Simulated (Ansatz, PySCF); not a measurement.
Molecule: dimethylamine, C2H7N, net charge 0, singlet state. SMILES: CNC
Geometry: optimised at B3LYP-D3(BJ)/def2-TZVP (Ansatz, a program for electronic structure).


Quantity: enthalpy of formation at 298 K (from the atomisation energy, B3LYP-D3(BJ)/def2-TZVP harmonic zero-point and thermal terms from PySCF, and the atoms' enthalpies of formation in the G2/97 table; no spin-orbit terms, and no core term in the frozen-core levels), in kcal/mol. Cores are frozen in the correlated levels unless marked. UHF or UKS for open shells. Spin-orbit coupling is left out. No relativistic terms. The coupled-cluster limit lacks core correlation, which all-electron functionals hold. Basis-set limits of correlation are two-point, X^-3; Hartree-Fock from the larger set. The bracket is a focal-point correction in the basis named.

Measured: -3.8 kcal/mol (Active Thermochemical Tables 1.112 (ions: stationary electron), as tabulated in the package chemicals); it holds spin-orbit and relativistic effects, which these rows lack, and core correlation, which the frozen-core levels lack.

| level | program | enthalpy of formation at 298 K (kcal/mol) | error against measurement |
|---|---|---|---|
| HF/aug-cc-pVTZ | Ansatz | 232.0 | 235.8 |
| BLYP/def2-TZVPD | Ansatz | 2.3 | 6.1 |
| revPBE-D4/def2-TZVPD | Ansatz + dftd4 | -0.2 | 3.6 |
| r2SCAN-D4/def2-TZVPD | Ansatz + dftd4 | -0.2 | 3.6 |
| PBE0-D3(BJ)/def2-TZVP | Ansatz + dftd3 | -5.3 | -1.5 |
| BHLYP/def2-TZVPD | Ansatz | 19.0 | 22.8 |
| TPSSh-D3(BJ)/def2-TZVPD | PySCF + dftd3 | -10.4 | -6.6 |
| TPSSh-D4/def2-TZVPD | PySCF + dftd4 | -10.3 | -6.5 |
| r2SCAN0-D4/def2-TZVPD | Ansatz + dftd4 | 8.9 | 12.7 |
| CAM-B3LYP-D4/def2-TZVPD | Ansatz + dftd4 | -9.7 | -5.9 |
| CAM-B3LYP/def2-TZVPD | Ansatz | -7.4 | -3.6 |
| LC-wPBE/def2-TZVPD | Ansatz | -0.6 | 3.2 |
| B2PLYP-D4/def2-TZVPD | Ansatz + dftd4 | 4.9 | 8.7 |
| RPA@PBE/cc-pVTZ | Ansatz | 44.5 | 48.3 |
| MP2/cc-pVDZ | Ansatz | 60.1 | 63.9 |
| RI-MP2/aug-cc-pVTZ | Ansatz | 10.3 | 14.1 |
| SCS-MP2/aug-cc-pVTZ | Ansatz | 5.5 | 9.3 |
| CCSD/6-31G* | Ansatz | 88.3 | 92.1 |
| CCSD/aug-cc-pVDZ | Ansatz | 61.0 | 64.8 |
| CCSD/cc-pVTZ | Ansatz | 28.3 | 32.1 |
| RI-MP2/CBS(aug-cc-pVTZ,aug-cc-pVQZ)+[CCSD(T)-MP2]/aug-cc-pVTZ | Ansatz | -3.6 | 0.2 |

Nearest to the measured value here: RI-MP2/CBS(aug-cc-pVTZ,aug-cc-pVQZ)+[CCSD(T)-MP2]/aug-cc-pVTZ; farthest: HF/aug-cc-pVTZ.
